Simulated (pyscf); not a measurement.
# Four-centre exchange: Cl–Ti(Cl)(Cl)–Cl (SMILES [Cl][Ti]([Cl])([Cl])[Cl]) + SiH₄ (SMILES [SiH4]) -> H₃Si–Cl (SMILES [SiH3]Cl) + Cl–TiH(Cl)–Cl (SMILES [Cl][TiH]([Cl])[Cl])

Gas phase, singlet surface, charge 0. Bonds broken: Cl1–Ti2, Si6–H7. Bonds formed: Cl1–Si6, Ti2–H7. PySCF, gas phase, ωB97X-D3(BJ)/def2-SVP geometries.

Transition state (Å):

```xyz
10

Cl    -1.0129    -0.7145     1.2412
Ti    -1.1847    -2.1361    -0.6830
Cl    -0.3359    -2.7745    -2.5787
Cl    -3.2200    -1.6317    -1.1604
Cl    -0.9509    -3.9087     0.5364
Si    -0.4283     0.7632    -0.5129
H     -0.1213    -0.8192    -1.0653
H     -0.8856     0.9906    -1.9181
H     -1.1761     1.7932     0.2625
H      1.0335     0.9384    -0.3388
```

One imaginary mode, 313i cm⁻¹; descent along it reached the two sides named, in the forms told below.

| bond | change | reactant side (Å) | saddle | product side |
|---|---|---|---|---|
| Cl1–Ti2 | breaks | 2.152 | 2.399 | 2.7 |
| Si6–H7 | breaks | 1.490 | 1.704 | 2.8 |
| Cl1–Si6 | forms | 3.5 | 2.367 | 2.108 |
| Ti2–H7 | forms | 3.2 | 1.735 | 1.648 |

Electronic energies relative to the separated reactants (eV):

```tsv
level	barrier	reaction energy	reverse barrier
ωB97X-D3(BJ)/def2-TZVP	1.10	+0.90	0.20
PBE/def2-TZVP	1.26	+1.04	0.22
r²SCAN/def2-TZVP	1.27	+1.05	0.22
B3LYP-D3(BJ)/def2-TZVP	1.30	+0.98	0.31
PBE0-D3(BJ)/def2-TZVP	1.16	+0.95	0.21
M06-2X/def2-TZVP	1.30	+0.77	0.52
ωB97M-D3(BJ)/def2-TZVP	1.31	+0.77	0.54
HF/def2-TZVP	2.09	+0.60	1.49
```

With ωB97M-D3(BJ)/def2-TZVP energies and thermal terms (ideal gas, 1 atm, RRHO with modes under 100 cm⁻¹ raised to 100, one conformer, R ln 2 for chiral ones without a mode under 150 cm⁻¹), in eV:

```
T (K)   ΔH‡   ΔG‡     ΔH     ΔG
-----  ----  ----  -----  -----
298    1.34  1.76  +0.75  +0.65
600    1.36  2.17  +0.75  +0.56
900    1.38  2.57  +0.75  +0.46
1200   1.40  2.97  +0.75  +0.36
```

On the product side the descent ends in an adduct with a Cl–Ti contact, 0.25 eV under the separated species and 0.45 eV under the saddle at ωB97X-D3(BJ)/def2-TZVP. What is counted as broken (Cl–Ti) persists as a longer contact in the product adduct; parting that adduct is a step of its own. One saddle was located; it need not be the lowest between these sides.
